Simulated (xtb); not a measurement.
xtb input (GFN2-xTB):

```bash
xtb mol.xyz --gfn 2 --ohess tight --chrg 1 --uhf 0
```
mol.xyz:
```
4

Si    -0.03441632    -0.02909204     0.34302939
H     -0.00865913     1.43314730    -0.12585623
H      1.18942056    -0.74603099    -0.09788221
H     -1.18753262    -0.69459542    -0.12711784
```

End of the output:

```
   ------------------------------------------------------------------------
    298.15    0.412423E-02    0.246877E-01    0.234724E-01    0.121534E-02
   ------------------------------------------------------------------------

         :::::::::::::::::::::::::::::::::::::::::::::::::::::
         ::                  THERMODYNAMIC                  ::
         :::::::::::::::::::::::::::::::::::::::::::::::::::::
         :: total free energy          -2.787263004215 Eh   ::
         ::.................................................::
         :: total energy               -2.788478345465 Eh   ::
         :: zero point energy           0.020563470141 Eh   ::
         :: G(RRHO) w/o ZPVE           -0.019348128891 Eh   ::
         :: G(RRHO) contrib.            0.001215341250 Eh   ::
         :::::::::::::::::::::::::::::::::::::::::::::::::::::

optimized geometry written to: xtbopt.xyz

           -------------------------------------------------
          | TOTAL ENERGY               -2.788478345465 Eh   |
          | TOTAL ENTHALPY             -2.763790645596 Eh   |
          | TOTAL FREE ENERGY          -2.787263004215 Eh   |
          | GRADIENT NORM               0.000100656089 Eh/α |
          | HOMO-LUMO GAP               4.035028430590 eV   |
           -------------------------------------------------

------------------------------------------------------------------------
------------------------------------------------------------------------
 total:
 SCF:
 ANC optimizer:
 analytical hessian:
```
